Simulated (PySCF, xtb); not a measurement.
# C2H4B+: which of two structures lies lower

We compare a, `[BH+]C=C`, a singlet, with b, a singlet given by its coordinates. Both are isolated ions in the gas phase, relaxed with PBE0-D3(BJ)/pcseg-1; the shapes shown needn't be the lowest conformers.

a (Å):

```xyz
7

C    -2.0522    0.5358   -1.3653
C    -1.4158    1.3397   -0.4716
B    -2.3404   -0.8438   -1.0456
H    -2.5718   -1.9705   -0.7749
H    -2.3561    0.9274   -2.3445
H    -1.2005    2.3818   -0.7176
H    -1.0949    0.9951    0.5134
```

b (Å):

```xyz
7

C    -2.3947    0.7503   -1.5768
C    -1.6400    1.1112   -0.5243
B    -1.9549   -0.4863   -1.0035
H    -1.6816   -1.5828   -0.6563
H    -2.9440    1.3189   -2.3201
H    -1.3461    2.0755   -0.0918
H    -1.1652    0.2831    0.1089
```

Close contacts (Å): C1–C2 1.34, C1–B3 1.43, C2–B3 1.70, C1–H5 1.09, C2–H6 1.10, C2–H7 1.15, B3–H4 1.18, B3–H7 1.57.

Quicker runs give these differences E(b) − E(a): GFN2-xTB −0.026 eV; HF/STO-3G +0.835 eV (at GFN2-xTB geometries); r2SCAN-D4/def2-SVP −0.095 eV (at GFN2-xTB geometries).

Q: Estimate which is lower in electronic energy at CCSD(T)/def2-TZVP, and by roughly how much.

A: Too close to call at this level: CCSD(T)/def2-TZVP gives E(b) − E(a) = +0.052 eV.

Level by level:

```tsv
level	geometry	E(b) − E(a) (eV)	departure from the last row (eV)	job, with rough time for the two
GFN2-xTB	GFN2-xTB	−0.026	−0.079	optimisation, 0.41 s
HF/STO-3G	GFN2-xTB	+0.835	+0.783	single point, 4 s
r2SCAN-D4/def2-SVP	GFN2-xTB	−0.095	−0.148	single point, 20 s
PBE0-D3(BJ)/pcseg-1	PBE0-D3(BJ)/pcseg-1	+0.032	−0.021	optimisation, 2.3 min
HF/def2-TZVP	PBE0-D3(BJ)/pcseg-1	+0.371	+0.319	part of the CCSD(T) run
MP2/def2-TZVP	PBE0-D3(BJ)/pcseg-1	−0.046	−0.099	part of the CCSD(T) run
CCSD(T)/def2-TZVP	PBE0-D3(BJ)/pcseg-1	+0.052		single point, 2 min
```

GFN2-xTB, r2SCAN-D4/def2-SVP, MP2/def2-TZVP put the two in the other order. The largest departure from CCSD(T)/def2-TZVP is that of HF/STO-3G, 0.783 eV.

With harmonic frequencies from PBE0-D3(BJ)/pcseg-1 (ideal gas, rigid rotor, one conformer each, 400 K, 1 atm): the zero-point term adds −0.025 eV; ΔH is +0.021 and ΔG +0.046 eV.

The correlated steps freeze 3 core orbitals. Run with PySCF 2.14.0, xtb 6.7.1; the last row on 2 threads of Intel(R) Xeon(R) Processor @ 2.50GHz (Skylake/Cascade Lake) on a shared host.
